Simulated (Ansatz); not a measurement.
Z-matrix (Å, degrees):
```
C
C 1 1.490
H 1 1.092 2 110.3
H 1 1.092 2 110.1 3 120.1
H 1 1.090 2 110.4 3 -120.4
F 2 1.372 1 112.5 3 -63.5
C 2 1.499 1 122.1 3 80.7
C 2 1.482 1 122.4 3 153.5
H 7 1.083 2 118.5 1 -142.0
H 7 1.083 2 116.6 1 3.9
F 8 1.362 2 118.8 1 -2.9
H 8 1.084 2 118.5 1 139.7
```

Total charge 0; spin multiplicity 1.

Question: List the PBE0/def2-TZVPP orbital energies in eV (Ansatz). (Best estimate.)

Answer: Computed: Occupied: -674.04, -673.88, -280.76, -280.56, -278.61, -278.31, -33.94, -33.72, -24.73, -20.75, -17.72, -16.77, -15.37, -14.87, -13.36, -13.07, -13.02, -12.09, -11.48, -11.37, -11.19, -10.69, -8.58, -7.99. Lowest empty: 1.39, 1.60, 2.21, 2.67, 3.02, 3.30, 3.58, 3.75.
